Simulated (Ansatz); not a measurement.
Saddle point of BNH$_{6}$O, closed shell (BNH₄ ([BH2][NH2]) + H₂O → BH₃O ([BH2][OH]) + NH₃ (still joined by a long B–N bond); bonds formed: B1–O6, N2–H5; bonds broken: H5–O6; bonds weakened to dative contacts: B1–N2), PBE0-D4/def2-TZVP structure:

```xyz
9
angstrom
B -0.4246 -0.5429 0.1799
N -0.0624 0.9611 0.3888
H -1.5714 -0.7380 -0.1192
H 0.0617 -1.2721 1.0090
H 0.6008 0.4769 -0.7026
O 0.4761 -0.5859 -1.1639
H 0.4626 1.2011 1.2168
H -0.7988 1.6364 0.2440
H 1.2560 -1.1366 -1.0527
```

Energies are electronic, without zero-point energy. Barriers and step energies count from the start structure reached by relaxing down the imaginary mode; all methods use the PBE0-D4 structures, on which another method's saddle can fall below an end. Program: Ansatz 0.2.0. Basis: def2-TZVPP, with def2-QZVPP for the basis limit. Cores are frozen in the correlated methods. B3LYP uses VWN-RPA correlation. Extrapolation: Hartree–Fock as exp(−7.88 √X), correlation as X^−2.97.

```
      method  barrier (kJ/mol)  step energy (kJ/mol)
       SPW92              12.2                 -56.0
      PBE-D4              52.0                 -32.9
     BLYP-D4              74.8                 -19.7
   r2SCAN-D4              58.2                 -36.3
      B97M-V              76.2                 -33.2
     PBE0-D4              59.1                 -36.6
    B3LYP-D4              78.0                 -24.0
  r2SCAN0-D4                 ?                 -38.5
    BHLYP-D4              87.8                 -27.8
CAM-B3LYP-D4              72.8                 -28.9
     wB97X-V                 ?                 -33.3
     wB97M-V              69.7                 -30.9
      B2PLYP              77.7                 -25.6
    PBE-QIDH              63.1                 -39.2
  RPA on PBE                 ?                 -28.2
          HF             129.8                 -13.7
         MP2              65.8                 -34.0
        CCSD              81.2                 -30.2
     CCSD(T)              73.1                 -31.7
```

(1) Fill in the withheld barriers. (An estimate is asked for; the value comes from the calculation.)

No T1 diagnostic of these runs exceeds 0.013.

Answers

(1) By the calculation: RPA on PBE 73.9; r2SCAN0-D4 63.1; wB97X-V 68.9 kJ/mol. Each is the energy of the saddle less that of the start structure, by the same method.

For comparison, the barrier by CCSD(T) at an estimated basis limit (MP2 extrapolated from triple and quadruple zeta, plus CCSD(T) − MP2 in triple zeta) is 75.4 kJ/mol.

The step is the kind of ligand exchange by which a precursor binds to a hydroxyl group, or is hydrolysed, in atomic layer deposition of oxides.

Labels in which every atom is bracketed show which atoms are joined, not bond orders.

For scale, one of the runs: CCSD(T)/def2-TZVPP, 177 basis functions, launched by `ansatz run in.yaml --threads 2 --pin off --events-out ev --progress --plain --max-ram 4352MiB`. Hardware: 2 CPU threads of an Arm Neoverse V2, shared host. Wall time 28 s; peak host memory 1.7 GiB.
